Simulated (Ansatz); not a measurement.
Ansatz (a first-principles code) input (PBE/3-21G): The .json file is the Basis Set Exchange's 3-21G.

Ansatz 0.2 input:
```yaml
crystal:
  periodic: [false, false, false]
  atoms:
    - {symbol: C, position_ang: [-0.00000000, -0.00000000, -0.16250200]}
    - {symbol: H, position_ang: [0.00000000, 0.00000000, 0.97501202]}
basis:
  gaussian:
    orbitals: 3-21G.json
hamiltonian:
  xc: {name: PBE}
total_charge: 1
output: {forces: true}
```

Question: Predict the final energy.

Answer: -37.79910 Eh.
